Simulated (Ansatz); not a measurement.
BN2⁻. Total charge -1; singlet. Geometry relaxed at PBE0-D4/def2-TZVPD.

Cartesian coordinates in Å:
```
B 0.370 -0.413 0.708
N -0.666 0.398 0.008
N 0.296 0.015 -0.717
```

The structure comes from a short search, and lower isomers may exist.

(1) Estimate the harmonic wavenumbers at RKS PBE0-D4/def2-TZVPD (Ansatz, unscaled). Is this a minimum?

## Answers

(1) 879, 1029, 1566 cm⁻¹. Yes, no mode is imaginary beyond noise. Zero-point energy 20.8 kJ/mol. Run time 2.2 s (4 threads of Arm Neoverse V2 on a shared host).
